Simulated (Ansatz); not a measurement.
## One arrangement of a pair

The pair of H2O (SMILES O, atoms 1–3) and SiH3F (SMILES [SiH3]F, atoms 4–8), both closed shells, in one local arrangement (a lower one may exist), relaxed at PBE0-D4/def2-TZVP:

```
8
angstrom
O -0.0693 -0.2553 -1.8613
H -0.9408 -0.1454 -2.2485
H 0.2637 0.6368 -1.7285
Si 0.1358 -0.0954 1.1693
F 0.5647 1.2755 0.4404
H 0.3123 0.1444 2.6239
H 1.0226 -1.1887 0.7222
H -1.2889 -0.3720 0.8825
```

Program: Ansatz 0.2.0. Basis: def2-TZVPPD, with def2-QZVPPD for the basis limit. Cores are frozen in the correlated methods. B3LYP uses VWN-RPA correlation. Extrapolation: Hartree–Fock as exp(−7.88 √X), correlation as X^−2.97. Interaction energies count from these two fragments, frozen as in the pair, with the counterpoise correction; negative means bound.

(1) What is the interaction energy by CCSD(T) at an estimated basis limit (MP2 extrapolated from triple and quadruple zeta, plus CCSD(T) − MP2 in triple zeta)? (To be estimated.)

(2) Which atoms make the shortest contact between the fragments?

T1 diagnostic: at most 0.012.

Answers

(1) The calculation gives: -3.31 kcal/mol. Hartree–Fock alone gives -1.39 kcal/mol at the basis limit. It counts from the two fragments frozen as in the pair.

The same quantity by other methods in triple zeta, and each one's difference from that estimate:
```tsv
method	E_int (kcal/mol)	difference
PBE-D4	-3.23	0.07
revPBE-D4	-2.64	0.67
BLYP-D4	-2.77	0.54
r2SCAN-D4	-3.72	-0.41
B97M-V	-3.60	-0.29
PBE0-D4	-3.32	-0.01
B3LYP-D4	-3.15	0.16
HSE06-D4	-3.28	0.03
wB97X-V	-3.37	-0.06
wB97M-V	-3.50	-0.20
B2PLYP	-2.31	0.99
HF	-1.38	1.92
MP2	-2.70	0.60
CCSD	-2.65	0.66
CCSD(T)	-2.88	0.42
```
Differences are method less estimate.

(2) H3 and F5, 2.28 Å apart.

Basis-set superposition shift (counterpoise-corrected less uncorrected): CCSD(T) 0.53; MP2 0.51; HF 0.07; PBE0-D4 0.07; wB97M-V 0.08 kcal/mol.

For scale, one of the runs: CCSD(T)/def2-TZVPPD, 213 basis functions, launched by `ansatz run in.yaml --threads 4 --pin off --events-out ev --progress --plain --max-ram 9574MiB`. Hardware: 4 CPU threads of an Arm Neoverse V2, shared host. Wall time 28 s; peak host memory 3 GiB.
